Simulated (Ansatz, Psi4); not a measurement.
SO3 (SMILES O=S(=O)=O): from total energies to a heat of formation

The species is SO3 (4 atoms), meant as a singlet with charge 0. As SMILES, `O=S(=O)=O`. The shape is that of a PBE0-D4/def2-TZVP optimisation.

Total energies at wB97X/6-311+G** (Psi4 1.11); the atoms run unrestricted:

| species | state | energy (Eh) |
| --- | --- | --- |
| SO3 | singlet | -623.776621 |
| O | triplet | -75.070031 |
| S | triplet | -398.108236 |

Harmonic wavenumbers at PBE0-D4/def2-TZVP, in cm⁻¹: 509, 534, 534, 1110, 1445, 1445.

Measured heats of formation of the gaseous atoms at 298.15 K, in kJ/mol: O 249.2, S 277.0. Spin-orbit lowering of the atoms at 298 K (mean of the ground term's levels less their thermal mean, from spectra), in kJ/mol: O 0.40, S 1.88. Take 1 Eh = 2625.50 kJ/mol, 1 cm⁻¹ = 0.0119627 kJ/mol, RT = 2.479 kJ/mol.

What heat of formation follows?


1. Electronic atomisation energy: 3 × (-75.070031) + (-398.108236) − (-623.776621) = 0.458292 Eh = 1203.2 kJ/mol.
2. Zero-point energy: half the sum of the wavenumbers, 2788.5 cm⁻¹ = 33.4 kJ/mol.
3. Thermal vibrational enthalpy, Σ hcν̃/(exp(hcν̃/kT) − 1): 1.7 kJ/mol. Translation, rotation and pV of a non-linear molecule: 4 RT = 9.9 kJ/mol.
4. The 4 free atoms carry 5/2 RT each: 24.8 kJ/mol.
5. Spin-orbit coupling lowers the free atoms by 3 × 0.40 + 1.88 = 3.1 kJ/mol.
6. Atomisation enthalpy at 298 K: 1203.2 − 3.1 − 33.4 − 1.7 − 9.9 + 24.8 = 1179.9 kJ/mol.
7. Sum of the atoms' heats of formation: 1024.6 kJ/mol. Heat of formation: 1024.6 − 1179.9 = -155.3 kJ/mol.

The tabulated value is -395.8 kJ/mol (NIST-JANAF tables), so this level is off by +240.5 kJ/mol, or 16.9 % of the atomisation enthalpy. Anharmonicity and any spin-orbit splitting of the molecule are left out.
